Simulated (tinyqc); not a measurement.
Inside a calculation. Method: Pariser-Parr-Pople SCF with singles CI, for the molecule O=Cc1[cH+]n1 (SMILES; centres numbered as the heavy atoms are written). One step of it, computed by the program tinyqc.

Problem. Iteration 3: orbitals and new P. Diagonalise F (the basis is taken as orthonormal) and form P = 2 sum c c over the lowest orbitals; 0.3 of the old P is kept.

F (eV), lower triangle:
```
,1O,2C,3C,4C,5N
1O,-14.871266
2C,-6.238720,-11.131168
3C,-0.584330,-3.574761,-12.731419
4C,0.304531,0.013787,-4.422118,-12.269354
5N,0.464556,0.055744,-5.038230,-5.244113,-15.346335
```

pi electrons, sum of z_r less the charge = 4

P after iteration 2, lower triangle:
```
,1O,2C,3C,4C,5N
1O,1.136129
2C,0.920086,0.783345
3C,0.215892,0.313713,0.632084
4C,-0.168246,-0.005740,0.537940,0.576595
5N,-0.226591,-0.023003,0.654199,0.707465,0.871848
```

Give: orbital energies; P after iteration 3.

Solution.

orbital energies (eV): -23.8507  -19.7937  -9.4177  -8.2506  -5.0369

P after iteration 3, lower triangle:
```
,1O,2C,3C,4C,5N
1O,1.1723
2C,0.9192,0.7508
3C,0.2192,0.2996,0.6221
4C,-0.1553,-0.0003,0.5292,0.5577
5N,-0.2237,-0.0220,0.6621,0.7065,0.8971
```
